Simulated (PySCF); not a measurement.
**Core-level binding energies of `[AlH3-][CH2]Cl`**

Species: CH5AlCl (charge -1).
Cartesian coordinates in Å at the PBE0-D3(BJ)/def2-SVP level; atoms count from 1:
```xyz
8
CH5AlCl angstrom
Al    -1.0282    0.0393   -0.0767
C      1.0023   -0.1574    0.0125
Cl     1.8626    1.2597    0.7857
H     -1.6441    0.1617    1.4387
H     -1.4128    1.3462   -0.9906
H     -1.5538   -1.3487   -0.8029
H      1.4598   -0.2545   -0.9867
H      1.3238   -1.0367    0.5956
```

Method: delta-SCF UKS SCAN, pcX-2 on the ionised atom, pcseg-1 elsewhere, spin-free X2C in PySCF. These are vertical core ionisation energies against the vacuum level, from separate self-consistent calculations with and without the core hole.

What binding energy does each computed site have?

```tsv
atom(s)	environment	level	binding energy (eV)	2p1/2 (eV)	count
Cl3	alkyl chlorine	Cl 2p3/2	201.17	202.82	1
C2	sp3 C–Cl carbon	C 1s	286.39	–	1
Al1	aluminium bonded to C and 3 H	Al 1s	1560.14	–	1
Cl3	alkyl chlorine	Cl 1s	2823.77	–	1
```

Which photon wavelength matches the Al 1s of Al1 threshold?

λ = hc/E = 12398.42 eV Å / 1560.14 eV = 7.947 Å.

Which photon energy gives electrons from Al 1s of Al1 a kinetic energy of 150 eV, and what is their de Broglie wavelength?

hν = 1560.14 + 150 = 1710.14 eV, recoil neglected; λ = 12.264 Å/√(E/eV) = 1.00 Å.

For 2p shells one spin-free hole was relaxed; a mean-field spin–orbit operator and the ground-state splitting of the three 2p orbitals were then diagonalised within the shell. The shell's mean is (2 × 2p3/2 + 2p1/2)/3, and the degeneracies 2j + 1 give areas of 2:1. 2p1/2 minus 2p3/2 (ligand field included): Cl 1.65 eV. The species carries charge -1, so core ionisation leaves a neutral species. The basis sets have no added diffuse functions. Geometry: PBE0-D3(BJ)/def2-SVP; no solvent, vibrations or thermal averaging. The geometry's basis has no diffuse functions, a weakness for an anion.
